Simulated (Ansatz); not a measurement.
# A basis-limit estimate, worked out

An elementary step of CH5OSi, doublet (CH₂O ([CH2][O]) + SiH₃ → CH₅OSi ([CH2][O][SiH3]); none broken or loosened, O–Si formed or tightened). “Start” and “end” are the PBE0-D4/def2-TZVP structures reached by relaxing down either side of its saddle point, with the molecules still in contact.

Ansatz 0.2.0; basis: def2-TZVPP and def2-QZVPP; cores frozen in the correlated methods; orbitals are unrestricted.

Energies in eV:

| quantity | end | start |
| --- | --- | --- |
| Hartree–Fock, triple zeta (X = 3) | -11010.13754 | -11008.48658 |
| Hartree–Fock, quadruple zeta (X = 4) | -11010.55171 | -11008.87757 |
| MP2 correlation, X = 3 | -13.81748 | -13.96126 |
| MP2 correlation, X = 4 | -14.86622 | -14.97320 |
| CCSD(T) correlation, X = 3 | -15.32948 | -15.49926 |

Work out the step energy at the basis limit: extrapolate Hartree–Fock as E(X) = E∞ + A exp(−7.88 √X) and the MP2 correlation as E(X) = E∞ + B X^−2.97 (the exponents that Neese and Valeev fitted for def2-TZVPP and QZVPP), then add CCSD(T) − MP2 in triple zeta.

Each step is linear, so take the differences first (end − start): Hartree–Fock -1.65096 (X = 3) and -1.67414 (X = 4); MP2 correlation 0.14378 and 0.10698; CCSD(T) correlation 0.16978.
Two points give E∞ = E(4) + w [E(4) − E(3)], with w = 1/(exp(7.88 (2 − √3)) − 1) = 0.1377 for Hartree–Fock and w = 1/((4/3)^2.97 − 1) = 0.7407 for the correlation.
Hartree–Fock: -1.67414 + 0.1377 × (-0.02318) = -1.6773 eV.
MP2 correlation: 0.10698 + 0.7407 × (-0.03680) = 0.0797 eV.
CCSD(T) − MP2: 0.16978 − 0.14378 = 0.0260 eV.
Sum: -1.6773 + 0.0797 + 0.0260 = -1.5716 eV, or -36.24 kcal/mol. Plain CCSD(T) in triple zeta gives -1.4812 eV, so the larger basis shifts the result by -0.0904 eV.

T1 diagnostic: at most 0.027. ⟨S²⟩ of the unrestricted Hartree–Fock references: 0.75 to 0.83 (a pure state has 0.75). The unrestricted reference is spin-contaminated, which hurts MP2 most.

Radical steps of this kind take place in plasma deposition and etching.

Labels in which every atom is bracketed show which atoms are joined, not bond orders.

For scale, one of the runs: CCSD(T)/def2-TZVPP, 174 basis functions, launched by `ansatz run in.yaml --threads 4 --pin off --events-out ev --progress --plain --max-ram 9574MiB`. Time: 57 s of wall clock on 4 CPU threads of an Arm Neoverse V1; the host was shared. Peak host memory: 3.8 GiB.
